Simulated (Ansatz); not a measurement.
Input file:

```yaml
crystal:
  periodic: [false, false, false]
  atoms:
    - {symbol: F, position_ang: [0.000000, -0.628258, -2.115931]}
    - {symbol: Ge, position_ang: [0.000000, -0.015200, 0.915706]}
    - {symbol: Si, position_ang: [0.000000, 0.400468, -0.884940]}
    - {symbol: H, position_ang: [0.000000, 1.778571, -1.452071]}
basis:
  gaussian: {orbitals: 6-31G, point_charges: [{charge: -1.00, position_ang: [3.219, -0.734, 0.844]}]}
magnetization: {spin_polarized: true, initial_magnetization: 0}
hamiltonian: {xc: {name: B3LYP}}
correlation: {method: ccsd, electrons: outside_noble_gas}
```

```sh
$ ansatz run in.yaml --threads 1 --pin off --events-out ev --progress --plain --max-ram 2393MiB
```

Log:

```
497 factors; integrals over basis functions are off by at most 2.0e-4 eV
mean field evaluation 1: about -67114.1115 eV, gradient 2.3e1 eV
mean field evaluation 2: about -67114.1317 eV, gradient 2.3e1 eV
mean field evaluation 4: about -67115.8818 eV, gradient 2.3e0 eV
mean field evaluation 8: about -67115.9170 eV, gradient 6.4e-2 eV
mean field evaluation 16: about -67115.9171 eV, gradient 2.4e-5 eV
mean field evaluation 32: about -67115.9340 eV, gradient 1.9e-6 eV
mean field evaluation 64: about -67115.9314 eV, gradient 1.3e-1 eV
mean field -67115.93397501 eV, -2466.4650807676 hartree, gradient 1.9e-6 eV, S^2 0.280547; 8 other end points of the search recorded, 0 dependent functions left out
20 core orbitals not correlated: weight in the atoms' cores, before any rotation towards them, 0.982 or more for the frozen orbitals, at most 0.030 for the correlated occupied ones
reference -67042.36110069 eV, -2463.7613275058 hartree; 8, 8 occupied and 25, 25 virtual orbitals, 497 factors
second order -5.95879813 eV of doubles, -0.35546546 eV of singles
cycle   1  -6.15637586 eV  change    1.4e-1 eV  update   9.9e-2
cycle   2  -6.41628132 eV  change   -2.6e-1 eV  update   4.7e-2
cycle   3  -6.52064317 eV  change   -1.0e-1 eV  update   2.1e-2
...
cycle  15  -6.56984099 eV  change   -6.9e-4 eV  update   9.2e-4
cycle  16  -6.56997125 eV  change   -1.3e-4 eV  update   6.1e-4
cycle  17  -6.57011156 eV  change   -1.4e-4 eV  update   3.1e-4
cycle  18  -6.56986798 eV  change    2.4e-4 eV  update   1.8e-4
cycle  19  -6.56979265 eV  change    7.5e-5 eV  update   1.1e-4
cycle  20  -6.56982871 eV  change   -3.6e-5 eV  update   6.8e-5
cycle  21  -6.56989424 eV  change   -6.6e-5 eV  update   5.3e-5
cycle  22  -6.56992400 eV  change   -3.0e-5 eV  update   3.7e-5
cycle  23  -6.56993966 eV  change   -1.6e-5 eV  update   2.5e-5
cycle  24  -6.56994217 eV  change   -2.5e-6 eV  update   1.1e-5
Total energy: -67048.93104286 eV, -2464.0027684272 hartree
```

Ran on 1 thread of Arm Neoverse V1, shared host: 10 s wall, 0.14 GiB peak host memory.
